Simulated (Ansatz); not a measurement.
`N=CN=CF`, relaxed with RKS PBE-D4/def2-SVP in the Gaussian-basis code of Ansatz from a rough embedded geometry. The force threshold is 0.03 eV/Å; the program also tests the step.

The species carries charge 0 and has multiplicity 1.

Start:

```xyz
8

N     0.025    0.183   -1.976
C    -0.197   -0.200   -0.823
N     0.445    0.474    0.196
C     0.068    0.037    1.360
F    -0.714   -0.959    1.585
H     0.739    0.990   -1.903
H    -0.924   -1.048   -0.679
H     0.559    0.524    2.241
```

Task: By how much does the energy fall, and how many steps does the optimiser take? (Best estimate.)

Result: Ansatz gave: 48.17 kJ/mol, in 6 steps.

Task: Which bonds change most? (Estimate.)

Result: The calculation gave: C4–F5 from 1.285 to 1.350 Å; N1–C2 from 1.236 to 1.279 Å; N1–H6 from 1.080 to 1.039 Å; N3–C4 from 1.299 to 1.266 Å.

Task: Give the relaxed structure. (Estimate.)

Result: The calculation gave: 
```xyz
8

N     0.046    0.207   -2.084
C    -0.182   -0.183   -0.887
N     0.402    0.419    0.249
C     0.111    0.041    1.422
F    -0.764   -0.938    1.733
H     0.708    1.007   -2.041
H    -0.872   -1.038   -0.724
H     0.552    0.485    2.333
```
